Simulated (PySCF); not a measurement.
# NOF (nitrosyl fluoride) at PBE0/STO-3G

Aim: the vertical ionisation energy of NOF (nitrosyl fluoride) at PBE0/STO-3G, from 2 runs. The job is set up through a Python script.

The calculation is run with PySCF 2.14.0.

23 further runs of the same task are left out: 8 that didn't finish, 15 set aside as unsound or not needed.

## 1. The structure to begin with

NOF has 3 atoms, charge 0, and is taken as a singlet. As SMILES, `O=NF`. Geometry: relaxed at GFN2-xTB.

Bond lengths: O1–N2 1.139 Å, N2–F3 1.492 Å. Angles: O1–N2–F3 111.3°.

## 2. The energy at PBE0/STO-3G

geometry.xyz

```xyz
3

O      0.881240     0.243070     0.511850
N      0.147270    -0.481640     0.029090
F     -1.028520     0.238580    -0.540950
```

input.py

```python
from pyscf import gto, dft

mol = gto.M(
    atom='geometry.xyz',
    verbose=4,
    max_memory=1860,
    basis='sto-3g',
)

mf = dft.RKS(mol, xc='pbe0')
mf.grids.level = 5
mf.conv_tol = 1e-10
mf.kernel()
if not mf.converged:
    mf = mf.newton().run(mf.mo_coeff, mf.mo_occ)

energy = mf.e_tot
print('E = %.10f Eh' % energy)
```

Command:

```
$ OMP_NUM_THREADS=1 python input.py
```

Log:

```text
PySCF version 2.14.0

[INPUT] num. atoms = 3
[INPUT] num. electrons = 24
[INPUT] charge = 0
[INPUT] spin (= nelec alpha-beta = 2S) = 0
[INPUT] symmetry False subgroup None
[INPUT] Mole.unit = angstrom
[INPUT] Symbol           X                Y                Z      unit          X                Y                Z       unit  Magmom
[INPUT]  1 O      0.881240000000   0.243070000000   0.511850000000 AA    1.665302250012   0.459335729098   0.967256316859 Bohr   0.0
[INPUT]  2 N      0.147270000000  -0.481640000000   0.029090000000 AA    0.278299966365  -0.910167690636   0.054972132964 Bohr   0.0
[INPUT]  3 F     -1.028520000000   0.238580000000  -0.540950000000 AA   -1.943621113638   0.450850858799  -1.022247347083 Bohr   0.0

nuclear repulsion = 65.8367320556134
number of shells = 9
number of NR pGTOs = 45
number of NR cGTOs = 15
basis = sto-3g
ecp = {}

******** <class 'pyscf.dft.rks.RKS'> ********
method = RKS
initial guess = minao
damping factor = 0
level_shift factor = 0
DIIS = <class 'pyscf.scf.diis.CDIIS'>
diis_start_cycle = 1
diis_space = 8
diis_damp = 0
SCF conv_tol = 1e-10
SCF conv_tol_grad = None
SCF max_cycles = 50
direct_scf = True
direct_scf_tol = 1e-13
XC library pyscf.dft.libxc version 7.0.0
    S. Lehtola, C. Steigemann, M. J.T. Oliveira, and M. A.L. Marques.,  SoftwareX 7, 1–5 (2018)
XC functionals = pbe0
radial grids:
    Treutler-Ahlrichs [JCP 102, 346 (1995); DOI:10.1063/1.469408] (M4) radial grids

becke partition: Becke, JCP 88, 2547 (1988); DOI:10.1063/1.454033
pruning grids: <function nwchem_prune>
grids dens level: 5
symmetrized grids: False
atomic radii adjust function: <function treutler_atomic_radii_adjust>
small_rho_cutoff = 0
Set gradient conv threshold to 1e-05
Initial guess from minao.
tot grids = 128976
init E= -226.696147893863
  HOMO = -0.276473759332502  LUMO = -0.0614786559560869  gap/eV = 5.85031
cycle= 1 E= -226.148214350341  delta_E= 0.548  |g|= 0.642  |ddm|= 2.64
  HOMO = -0.0430229651707945  LUMO = 9.94519075310785e-05  gap/eV = 1.17342
cycle= 2 E= -224.769291653502  delta_E= 1.38  |g|=  2.2  |ddm|= 2.92
  HOMO = -0.174475346918422  LUMO = 0.0234969740515246  gap/eV = 5.38710
cycle= 3 E= -226.109996166259  delta_E= -1.34  |g|= 0.874  |ddm|= 2.64
  HOMO = -0.186213326580762  LUMO = 0.00254353871613977  gap/eV = 5.13634
cycle= 4 E= -226.295381890701  delta_E= -0.185  |g|= 0.111  |ddm|= 0.931
  HOMO = -0.195449323102968  LUMO = 0.014351245571015  gap/eV = 5.70896
cycle= 5 E= -226.30002758694  delta_E= -0.00465  |g|= 0.00899  |ddm|= 0.155
  HOMO = -0.195534475531801  LUMO = 0.0146169479130324  gap/eV = 5.71851
cycle= 6 E= -226.300061328501  delta_E= -3.37e-05  |g|= 0.00111  |ddm|= 0.0173
  HOMO = -0.195475017949769  LUMO = 0.0145375397897911  gap/eV = 5.71473
cycle= 7 E= -226.300061951092  delta_E= -6.23e-07  |g|= 0.000468  |ddm|= 0.00248
  HOMO = -0.195451500475902  LUMO = 0.0144962527981486  gap/eV = 5.71297
cycle= 8 E= -226.300062044492  delta_E= -9.34e-08  |g|= 1.61e-05  |ddm|= 0.000964
  HOMO = -0.195451411097521  LUMO = 0.0144970946406695  gap/eV = 5.71299
cycle= 9 E= -226.300062044594  delta_E= -1.02e-10  |g|= 3.12e-06  |ddm|= 2.95e-05
  HOMO = -0.195451316569126  LUMO = 0.014496900435531  gap/eV = 5.71298
cycle= 10 E= -226.300062044598  delta_E= -4.04e-12  |g|= 1.93e-07  |ddm|= 4.72e-06
  HOMO = -0.195451329241126  LUMO = 0.0144969363975517  gap/eV = 5.71298
Extra cycle  E= -226.300062044598  delta_E= 5.12e-13  |g|= 4.91e-07  |ddm|= 9.52e-07
converged SCF energy = -226.300062044598
E = -226.3000620446 Eh
```

Run time: 1 s. Hardware: 1 thread of AMD EPYC 9R45 (Zen 5), shared host; peak memory 0.17 GiB.

## 3. The doublet cation

calc.py

```python
from pyscf import gto, dft

mol = gto.M(
    atom='''
O    0.881240   0.243070   0.511850
N    0.147270  -0.481640   0.029090
F   -1.028520   0.238580  -0.540950
''',
    basis='sto-3g',
    charge=1,
    max_memory=1860,
    spin=1,
    verbose=3,
)

mf = dft.UKS(mol)
mf.xc = 'pbe0'
mf.grids.level = 5
mf.conv_tol = 1e-10
mf.kernel()
if not mf.converged:
    mf = mf.newton().run(mf.mo_coeff, mf.mo_occ)

e_tot = mf.e_tot
print('Final energy', e_tot)
```

Command:

```
$ OMP_NUM_THREADS=1 python calc.py
```

Log:

```text
converged SCF energy = -225.936241349434  <S^2> = 0.77236433  2S+1 = 2.0222407
Final energy -225.93624134943425
```

Wall time 1.9 s (1 thread of AMD EPYC 9R45 (Zen 5), shared host); peak memory 0.18 GiB.

## 4. What came out

Level: PBE0/STO-3G.

```
                                          quantity          value
                         singlet NOF: total energy  -226.30006 Eh
                        singlet NOF: dipole moment         0.34 D
                          singlet NOF: HOMO energy       -5.32 eV
                          singlet NOF: LUMO energy        0.39 eV
                        singlet NOF: HOMO–LUMO gap        5.71 eV
                      doublet cation: total energy  -225.93624 Eh
doublet cation: HOMO energy (highest over α and β)      -18.95 eV
 doublet cation: LUMO energy (lowest over α and β)      -14.41 eV
                              doublet cation: ⟨S²⟩          0.772
vertical ionisation energy (to the doublet cation)       9.900 eV
```

In words: The vertical ionisation energy comes to 9.90 eV (228 kcal/mol). −ε(HOMO) before ionisation, 5.32 eV, is 4.58 eV below this ionisation energy. In a minimal basis such a difference can be off by several eV, whatever the method. Mulliken charges (singlet NOF) run from -0.06 on F3 to +0.10 on N2; they depend strongly on the basis. Mulliken charges (doublet cation) run from +0.29 on O1 to +0.41 on N2; they depend strongly on the basis.
